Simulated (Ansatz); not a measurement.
The input, for Ansatz 0.2.0:

```yaml
crystal:
  periodic: [false, false, false]
  atoms:
    - {symbol: Sn, position_ang: [0.000000, 0.000000, 0.000000]}
    - {symbol: H, position_ang: [0.000000, 0.000000, 1.811200]}
basis:
  gaussian: {orbitals: def2-SVPD}
magnetization: {spin_polarized: false, initial_magnetization: 1}
correlation: {active_space: {window: {electrons: 5, orbitals: 3}}}
scf: {lower_state_search: light}
```

```sh
$ ansatz run in.yaml --threads 1 --pin off --events-out ev --progress --plain --max-ram 2393MiB
```

The program prints:

```
505 factors; integrals over basis functions are off by at most 3.0e-4 eV
mean field evaluation 1: about -5820.1015 eV, gradient 5.5e0 eV
mean field evaluation 2: about -5820.1060 eV, gradient 5.5e0 eV
mean field evaluation 4: about -5820.3516 eV, gradient 5.5e-1 eV
mean field evaluation 8: about -5820.3533 eV, gradient 9.1e-5 eV
mean field evaluation 16: about -5820.3533 eV, gradient 2.5e-4 eV
mean field -5820.35334792 eV, -213.8940403589 hartree, gradient 7.0e-6 eV, S^2 0.750000; 2 other end points of the search recorded, 0 dependent functions left out
reference -5820.35334792 eV, -213.8940403589 hartree; 12, 11 occupied and 28, 29 virtual orbitals, 505 factors
state -5820.35334792 eV, -213.8940403589 hartree
Total energy: -5820.35334792 eV, -213.8940403589 hartree
```

Ran on 1 thread of Arm Neoverse V2, shared host: 1.1 s wall, 0.08 GiB peak host memory.
